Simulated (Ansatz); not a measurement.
Compare A (`CC(N)O`) with its isomer B (`COCN`).

Gas-phase electronic energies from Ansatz, PBE0-D4/def2-TZVP geometries. CCSD(T)/CBS adds triple-zeta CCSD(T) − MP2 to the extrapolated MP2 energy (def2 sets, frozen cores). This one scheme is used for every species. Functionals use def2-TZVPP. B3LYP here is the variant with VWN-RPA as its local correlation; programs differ in this. Each species was taken in one conformer, which may not be the lowest.

A:

Z-matrix (Å, degrees):
```
C
C 1 1.510
H 1 1.090 2 110.4
H 1 1.090 2 110.2 3 121.1
H 1 1.093 2 109.7 3 -119.0
N 2 1.435 1 110.4 3 -179.5
O 2 1.426 1 106.0 3 55.8
H 2 1.098 1 109.8 3 -61.9
H 6 1.012 2 112.1 1 175.4
H 6 1.013 2 110.5 1 -63.8
H 7 0.961 2 108.3 1 -175.5
```

B:

Z-matrix (Å, degrees):
```
C
O 1 1.400
H 1 1.100 2 111.4
H 1 1.090 2 107.6 3 119.0
H 1 1.098 2 112.4 3 -122.0
C 2 1.415 1 113.6 3 55.3
N 6 1.428 2 116.9 1 70.1
H 6 1.091 2 104.6 1 -169.4
H 6 1.099 2 109.3 1 -53.1
H 7 1.011 6 111.6 2 54.6
H 7 1.010 6 112.9 2 -68.6
```

**Question.** Which is lower in electronic energy at CCSD(T)/CBS, and by how much? (Best estimate.)

**Answer.** Ansatz gave: A, by 60.6 kJ/mol.

**Question.** Give E(B) − E(A) in kJ/mol with HF/def2-TZVPP, r2SCAN-D4, MP2/def2-TZVPP, B2PLYP, PBE-D4, CCSD/def2-TZVPP, B3LYP. (An estimate is asked.)

**Answer.** The calculation gave: HF/def2-TZVPP 50.1, r2SCAN-D4 55.9, MP2/def2-TZVPP 61.4, B2PLYP 53.9, PBE-D4 53.0, CCSD/def2-TZVPP 57.1, B3LYP 50.2. None reverses the order clearly.

Largest T1 diagnostic: 0.010.

In def2-TZVPP, CCSD(T) changes the Hartree–Fock value by +7.1 kJ/mol (the triples alone add +0.1 kJ/mol) and MP2 by +11.3 kJ/mol.
